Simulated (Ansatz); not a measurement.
Rock-salt TiC, treated with r²SCAN+rVV10 (Ansatz, a program for electronic structure, plane waves, PAW).

Settings: plane-wave cutoff 600 eV, 16×16×16 k mesh, Fermi–Dirac smearing 0.1 eV, finite displacements, no spin polarisation, scalar-relativistic PAW data made under PBE.

Computed at the level's own relaxed cell.

Harmonic phonon frequencies (cm⁻¹; i marks an imaginary mode):

| q point | frequencies |
|---|---|
| Γ | [?] |
| X | 293 293 366 526 526 614 |
| L | 259 259 465 583 583 746 |

### Question
Some entries are withheld; supply them.

### Answer

- Γ, frequencies: 0 0 0 517 517 517

No imaginary mode appears at these points.
